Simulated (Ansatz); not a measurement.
# C₃H₄F₂: ionisation energy by level of theory

The task here is to estimate one member of a computed series from the others.

Computed with Ansatz 0.2.0, Gaussian basis. Level: unrestricted cation, the program's frozen cores in correlated methods.

Levels to be run: UKS PBE-D4/def2-TZVPP; UKS r2SCAN-D4/def2-TZVPP; UKS PBE0-D4/def2-TZVPP; UKS B3LYP-D4/def2-TZVPP; UKS wB97X-V/def2-TZVPP; UKS wB97M-V/def2-TZVPP; UKS B2PLYP/def2-TZVPP; UHF-CCSD(T)/def2-TZVPP; UHF-MP2/def2-QZVPP; extrapolation to the limit; then −ε(HOMO) from the neutral's earlier runs with LDA (SPW92), PBE-D4, revPBE-D4, BLYP-D4, r2SCAN-D4, B97M-V, PBE0-D4, B3LYP-D4, r2SCANh-D4, r2SCAN0-D4, HSE06-D4, BHLYP-D4, CAM-B3LYP-D4, LC-ωPBE, ωB97X-V, ωB97M-V.

### The relaxed structure

An earlier PBE0-D4 in a triple-zeta def2 set relaxation fixed the geometry.

SMILES `F[C@H]1C[C@@H]1F`, 9 atoms, charge 0, spin multiplicity 1.

Atoms are counted from 1 here; the program's logs count them from 0.

Bond lengths: F1–C2 1.360 Å, C2–C3 1.495 Å, C2–C4 1.476 Å, C2–H6 1.084 Å, C3–C4 1.495 Å, C3–H7 1.083 Å, C3–H8 1.083 Å, C4–F5 1.360 Å, C4–H9 1.084 Å. Angles: F1–C2–C3 118.7°, F1–C2–C4 118.3°, F1–C2–H6 112.8°, C3–C2–C4 60.4°, C3–C2–H6 118.7°, C4–C2–H6 118.6°, C2–C3–C4 59.1°, C2–C3–H7 116.7°, C2–C3–H8 118.3°, C4–C3–H7 118.3°, C4–C3–H8 116.7°, H7–C3–H8 115.9°, C2–C4–C3 60.4°, C2–C4–F5 118.3°, C2–C4–H9 118.6°, C3–C4–F5 118.7°, C3–C4–H9 118.7°, F5–C4–H9 112.8°.

Set-up of the first run:

Input file in.yaml:

```yaml
crystal:
  periodic: [false, false, false]
  atoms:
    - {symbol: F, position_ang: [-0.868008, -0.494951, 1.676716]}
    - {symbol: C, position_ang: [-0.168397, 0.252548, 0.780961]}
    - {symbol: C, position_ang: [0.775900, -0.438424, -0.149970]}
    - {symbol: C, position_ang: [-0.512311, 0.133312, -0.649373]}
    - {symbol: F, position_ang: [-0.475642, 1.255759, -1.417072]}
    - {symbol: H, position_ang: [0.104614, 1.227183, 1.169407]}
    - {symbol: H, position_ang: [1.694709, 0.083374, -0.386858]}
    - {symbol: H, position_ang: [0.843649, -1.518182, -0.103785]}
    - {symbol: H, position_ang: [-1.306016, -0.546820, -0.937126]}
basis:
  gaussian: {orbitals: def2-TZVPP}
total_charge: 1
magnetization: {spin_polarized: true, initial_magnetization: 1}
hamiltonian: {xc: pbe, dispersion: d4}
```

Run with:

```sh
$ ansatz run in.yaml --threads 2 --pin off --events-out ev --progress --plain --max-ram 32768MiB --backend cpu
```

Steps of the session up to this table: Cation, UKS PBE-D4/def2-TZVPP; Cation, UKS r2SCAN-D4/def2-TZVPP; Cation, UKS PBE0-D4/def2-TZVPP; Cation, UKS B3LYP-D4/def2-TZVPP; Cation, UKS wB97X-V/def2-TZVPP; Cation, UKS wB97M-V/def2-TZVPP; Cation, UKS B2PLYP (frozen core)/def2-TZVPP; Cation, UHF-CCSD(T)/def2-TZVPP; Cation, UHF-MP2/def2-QZVPP.

One of the session's tables, all rows but one given; the rest of the session is left out.

Orbital estimates, from the neutral's runs:

```
  functional  −ε(HOMO) (eV)
 LDA (SPW92)           6.93
      PBE-D4           6.74
   revPBE-D4           6.67
     BLYP-D4              ?
   r2SCAN-D4           7.05
      B97M-V           7.19
     PBE0-D4           8.31
    B3LYP-D4           8.10
  r2SCANh-D4           7.63
  r2SCAN0-D4           8.51
    HSE06-D4           7.90
    BHLYP-D4           9.80
CAM-B3LYP-D4           9.80
     LC-ωPBE          11.11
     ωB97X-V          10.75
     ωB97M-V          10.66
```

Q: Estimate the row for BLYP-D4 from the others.

Worked estimate for «−ε(HOMO) (eV)». Against the share of exact exchange, B3LYP-D4 (0.2, 8.10), BHLYP-D4 (0.5, 9.80) give a slope of 5.67 per unit share; at 0 the line stands at 6.97.

The run gave: −ε(HOMO) (eV): 6.68. In «−ε(HOMO) (eV)» the line misses by +0.29.
